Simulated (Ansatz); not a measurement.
Silicon tetrachloride, relaxed with RKS PBE0-D4/def2-TZVP in the Gaussian-basis code of Ansatz from a PBE-D4/def2-SVP geometry. The force threshold is 0.005 eV/Å; the program also tests the step.

Charge 0, multiplicity 1.

Start:

```xyz
5

Cl   -0.786   -1.873   -0.291
Si    0.000    0.000    0.000
Cl    2.045   -0.088   -0.136
Cl   -0.726    1.276   -1.433
Cl   -0.533    0.684    1.859
```

```csv
step,energy (eV),largest force (eV/Å),largest move (Å)
1,-57956.3505,0.609,0.000
2,-57956.3888,0.110,0.035
3,-57956.3900,0.005,0.005
4,-57956.3900,0.000,0.000
```

End:

```xyz
5

Cl   -0.774   -1.845   -0.286
Si    0.000    0.000    0.000
Cl    2.015   -0.086   -0.134
Cl   -0.716    1.257   -1.412
Cl   -0.525    0.674    1.832
```

It took 19 s on 2 threads of a server CPU on a shared host, with 0.62 GiB of host memory at the peak.
